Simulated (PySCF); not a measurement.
C₄H₃NS.
Numbering: `[CH3:1][C:2](=[C:3]=[S:4])[C:5]#[N:6]` (hydrogens: H7, H8, H9 on C1)

Computed by this run: PBE0-D3(BJ)/def2-SVP geometry optimisation, gas phase in PySCF 2.14.0; density fitting, grid level 1; the optimiser is geomeTRIC in internal coordinates, started from a GFN2-xTB structure with every atom displaced at random (about 0.01 Å).

Step 0: E = -16502.1430 eV
```
atom  x, y, z in Å  |  force x, y, z in eV/Å
C1     -0.8093   -0.8455    0.1329   -0.450   1.406   0.027
C2      0.2438    0.2185   -0.0372   -1.523  -0.272  -0.247
C3      1.5035    0.0075    0.1856    4.413  -0.582   0.761
S4      3.0652   -0.2270    0.4586   -2.403   0.298  -0.402
C5     -0.1546    1.4969   -0.4738    0.039   0.098   0.056
N6     -0.5189    2.5384   -0.8158   -0.236   0.655  -0.256
H7     -0.3852   -1.7606    0.4615    0.459  -1.198   0.398
H8     -1.5454   -0.4761    0.8564   -0.086  -0.136   0.236
H9     -1.3411   -0.9695   -0.8019   -0.213  -0.269  -0.573
```

Step 1: E = -16502.2661 eV
```
atom  x, y, z in Å  |  force x, y, z in eV/Å
C1     -0.7678   -0.8272    0.1368   -0.260   0.472  -0.020
C2      0.2361    0.2887   -0.0573    0.010  -0.193  -0.025
C3      1.5159    0.0391    0.1789    0.862  -0.407   0.234
S4      2.9732   -0.4243    0.5029   -0.604   0.368  -0.182
C5     -0.1979    1.5647   -0.4967    0.004   0.114   0.025
N6     -0.5975    2.5965   -0.8472   -0.016   0.062  -0.043
H7     -0.2820   -1.7451    0.4717    0.049  -0.163   0.029
H8     -1.5138   -0.5096    0.8774   -0.036  -0.081   0.164
H9     -1.3081   -1.0003   -0.8002   -0.008  -0.171  -0.180
```

**Question.** Estimate the geometry and energy of step 2. (The exact step hangs on the optimiser's Hessian estimate; all steps are aligned on step 1, rigid shifts and turns removed.)

**Answer.** E = -16502.2917 eV, largest force 0.319 eV/Å
```
atom  x, y, z in Å  |  force x, y, z in eV/Å
C1     -0.8029   -0.8270    0.1347    0.089   0.145   0.000
C2      0.2513    0.2489   -0.0497   -0.183  -0.002  -0.032
C3      1.5435    0.0384    0.1800   -0.078  -0.298   0.082
S4      3.0202   -0.3182    0.4807    0.041   0.113  -0.031
C5     -0.1701    1.5354   -0.4837    0.033   0.139  -0.015
N6     -0.5571    2.5729   -0.8333   -0.002   0.013  -0.016
H7     -0.3467   -1.7655    0.4688    0.004  -0.060   0.006
H8     -1.5446   -0.5030    0.8818    0.049  -0.017   0.013
H9     -1.3356   -0.9992   -0.8130    0.047  -0.034  -0.006
```

The energy changes by -0.0257 eV. The first-order estimate −F·Δx gives -0.0540 eV and the mean of the old and new forces, exact on a quadratic surface, -0.0274 eV. The step makes an angle of 77° with the force vector and moves no atom by more than 0.118 Å.

The cost below is that of the whole optimisation. The run took 20 s of wall time on one thread, Arm Neoverse V2 (aarch64), shared host, and the process peaked at 0.43 GiB of memory.
